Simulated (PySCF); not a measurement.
## EPR parameters of C5H11O

Compound: C5H11O (doublet state).
Geometry (GFN2-xTB, Å), atoms numbered from 1 in this order:
```xyz
17
C5H11O angstrom
C      0.568   -0.737    1.118
C     -0.079   -0.031   -0.082
C     -1.202   -0.911   -0.646
C     -0.686    1.308    0.394
C      0.918    0.213   -1.167
O      2.220    0.554   -0.914
H     -0.201   -1.039    1.825
H      1.256   -0.078    1.648
H      1.103   -1.629    0.798
H     -1.651   -0.439   -1.516
H     -0.809   -1.879   -0.947
H     -1.976   -1.065    0.102
H      0.094    1.970    0.766
H     -1.405    1.135    1.192
H     -1.191    1.805   -0.430
H      0.593    0.540   -2.138
H      2.442    0.294   -0.013
```

The hyperfine couplings belong to this conformer and change with its torsions.

As a line formula: `CC(C)(C)[CH]O` [radical].

Level of theory: UKS B3LYP, pcH-1 on C H O, non-relativistic, mean-field spin-orbit, GIAO (PySCF). Geometry: GFN2-xTB, one conformer, isolated molecule. A GFN2-xTB geometry isn't a minimum of the functional, and hyperfine couplings can be far from their values at a DFT geometry. No stability test was run, so a lower SCF solution isn't excluded.

- g1, g2, g3: 2.00208, 2.00299, 2.00416
- g_iso: 2.00308
- Form of g: rhombic: the two nearest values differ by 44 % of g3 − g1
- ⟨S²⟩: 0.7534 (exact 0.7500)
- HOMO–LUMO gap, α and β orbitals: 5.12, 8.26 eV
- Total energy: -272.35066 Eh
- Basis functions: 260

Hyperfine couplings atom by atom, in G; T1 to T3 are the principal values of the dipolar part; ρ(0) is the spin density at the nucleus (MHz turned into gauss with g_iso; 10 G = 1 mT):

```csv
atom,isotope,a_iso,T1,T2,T3,Mulliken spin population,ρ(0) (bohr⁻³)
C1,13C,4.6,-0.5,-0.5,1.0,0.00,0.0114
C2,13C,-6.4,-0.7,-0.5,1.2,-0.04,-0.0160
C3,13C,8.1,-0.7,-0.6,1.2,0.01,0.0203
C4,13C,22.4,-1.7,-1.6,3.3,0.04,0.0558
C5,13C,49.9,-27.7,-27.1,54.8,0.90,0.1245
O6,17O,-7.6,-23.9,11.5,12.4,0.13,0.0350
H7,1H,-0.2,-0.6,-0.6,1.2,0.00,-0.0002
H8,1H,-0.4,-0.9,-0.9,1.8,0.00,-0.0003
H9,1H,-0.5,-1.4,-1.1,2.5,0.00,-0.0003
H10,1H,-0.5,-1.1,-1.1,2.3,0.00,-0.0003
H11,1H,-0.2,-1.7,-0.9,2.6,0.01,-0.0001
H12,1H,1.2,-0.7,-0.6,1.3,0.00,0.0007
H13,1H,-1.0,-1.6,-0.6,2.3,-0.01,-0.0006
H14,1H,8.5,-1.2,-0.4,1.6,0.01,0.0053
H15,1H,-0.1,-1.7,-0.7,2.4,0.00,-0.0001
H16,1H,-17.1,-12.7,-0.6,13.3,-0.04,-0.0107
H17,1H,-3.9,-4.9,-3.3,8.2,0.00,-0.0025
```

Largest spin populations (Mulliken): C5 (+0.90) and O6 (+0.13). C5 is the only atom above +0.15. The angles at C5 add up to 355.3°, so it is nearly planar; its axial dipolar tensor and the negative coupling of its proton fit spin in a p orbital normal to that plane.

Axes: g3 points within 5° of the O6–H17 bond.

Under fast tumbling the dipolar parts average out, and these isotropic splittings remain: 1 × 1H (H16, I = 1/2, 2 lines) with 1.71 mT, 1 × 1H (H17, I = 1/2, 2 lines) with 0.39 mT and 9 × 1H (H7 (×9), I = 1/2, 10 lines) with 0.07 mT.

Means are taken over nuclei equivalent by connectivity, which assumes that they swap fast. The nine 1H nuclei of mean +2.1 MHz run from -2.8 to 23.8 MHz in the frozen geometry.

The 13C coupling of C5 (139.9 MHz) shows only in satellite lines or after enrichment, since that isotope makes up about 1.07 % of natural carbon.

The 17O coupling of O6 (-21.2 MHz) shows only in satellite lines or after enrichment, since that isotope makes up about 0.038 % of natural oxygen.

The spin density at the nucleus, in bohr⁻³, is negative for C2 (-0.0160), H16 (-0.0107) and H17 (-0.0025), for instance. A restricted open-shell determinant has no negative spin density anywhere; here it arises because α and β orbitals differ (spin polarisation).

Hardware: one thread, Arm Neoverse V1 (aarch64) (shared host). Cost: 53 s of wall time (grids of density and orbitals included), 0.97 GiB resident at most.
